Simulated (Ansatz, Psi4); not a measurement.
## CS2 (carbon disulfide): from total energies to a heat of formation

CS2: 3 atoms, total charge 0, spin state singlet. SMILES: `S=C=S`. Geometry: relaxed at PBE0-D4/def2-TZVP.

```xyz
3

S     1.3570   -0.1560    0.7291
C     0.0000    0.0000    0.0000
S    -1.3570    0.1560   -0.7291
```

Total energies at HF/cc-pVTZ (Psi4 1.11); the atoms run unrestricted:

| species | state | energy (Eh) |
| --- | --- | --- |
| CS2 | singlet | -832.966999 |
| S | triplet | -397.509269 |
| C | triplet | -37.691569 |

Harmonic wavenumbers at PBE0-D4/def2-TZVP, in cm⁻¹: 413, 413, 692, 1598.

Measured heats of formation of the gaseous atoms at 298.15 K, in kJ/mol: S 277.0, C 716.9. Spin-orbit lowering of the atoms at 298 K (mean of the ground term's levels less their thermal mean, from spectra), in kJ/mol: S 1.88, C 0.02. Take 1 Eh = 2625.50 kJ/mol, 1 cm⁻¹ = 0.0119627 kJ/mol, RT = 2.479 kJ/mol.

Question: Work out the heat of formation of the gas at 298 K.

Answer: 
1. Electronic atomisation energy: 2 × (-397.509269) + (-37.691569) − (-832.966999) = 0.256892 Eh = 674.5 kJ/mol.
2. Zero-point energy: half the sum of the wavenumbers, 1558 cm⁻¹ = 18.6 kJ/mol.
3. Thermal vibrational enthalpy, Σ hcν̃/(exp(hcν̃/kT) − 1): 1.9 kJ/mol. Translation, rotation and pV of a linear molecule: 3.5 RT = 8.7 kJ/mol.
4. The 3 free atoms carry 5/2 RT each: 18.6 kJ/mol.
5. Spin-orbit coupling lowers the free atoms by 2 × 1.88 + 0.02 = 3.8 kJ/mol.
6. Atomisation enthalpy at 298 K: 674.5 − 3.8 − 18.6 − 1.9 − 8.7 + 18.6 = 660.1 kJ/mol.
7. Sum of the atoms' heats of formation: 1270.9 kJ/mol. Heat of formation: 1270.9 − 660.1 = +610.8 kJ/mol.

The tabulated value is +116.9 kJ/mol (NIST-JANAF tables), so this level is off by +493.9 kJ/mol, or 42.8 % of the atomisation enthalpy that the table implies (1153.9 kJ/mol). Hartree–Fock leaves out correlation, which is larger in the molecule than in the atoms, so it underbinds and puts the heat of formation too high. Anharmonicity and any spin-orbit splitting of the molecule are left out.
